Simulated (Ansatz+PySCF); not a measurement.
# singlet NH3 in separate pieces: levels of theory in one basis

```
atom    x (Å)    y (Å)    z (Å)
   N   0.0000   0.0000  -0.1456
   H   0.0000   0.7999   0.5097
   H   0.0000  -0.7999   0.5097
   H  30.0000   0.0000   0.0000
```

Basis set: cc-pVDZ (spherical functions). Correlated methods keep 1 orbital frozen. Charge 0, multiplicity 1.

Computed with Ansatz (development build ahead of 0.2.0); each method stands on the lowest determinant of its kind that the runs found. NEVPT2 correlates all electrons. Active spaces start from the frontier orbitals, and the lowest solution found is given.

```csv
method,E − E(RHF) (eV),<S²> of the determinant
RHF,0.00,0.00
UHF,-8.12,1.01
RHF-CCSD,-11.97,–
UHF-CCSD,-12.58,1.01
RHF-CCSD(T),-13.50,–
UHF-CCSD(T),-12.65,1.01
RHF-CCSDT(Q),-12.67,–
UHF-CCSDT(Q),-12.66,1.01
"CASSCF(2,2)",-8.01,–
"SC-NEVPT2(2,2)",-12.12,–
```

Question: What does UHF-MP2 give on the same scale?

Answer: -12.04 eV.

Question: Is a single determinant a sound starting point here?

Answer: It is doubtful. Unrestricted orbitals lower Hartree–Fock by 8.12 eV and <S²> is 1.01 where a pure state has 0.00, a sign of strong static correlation. The CASSCF(2,2) natural occupations are 1.00, 1.00.

Caution for RHF, RHF-CCSD, RHF-CCSD(T), RHF-CCSDT(Q): an unrestricted determinant lies well below. Caution for UHF, UHF-MP2, UHF-CCSD, UHF-CCSD(T), UHF-CCSDT(Q): the unrestricted determinant is a mixture of spin states. Caution for UHF-MP2, UHF-CCSD, UHF-CCSD(T), UHF-CCSDT(Q): bonds are stretched, where a single reference can fail. Caution for RHF-CCSD, RHF-CCSDT(Q): large amplitudes, a single reference is doubtful. Caution for RHF-CCSD(T): very large amplitudes, the method is breaking down; the program doubts this total. Caution for RHF-CCSDT(Q): the amplitudes may be one of several solutions.
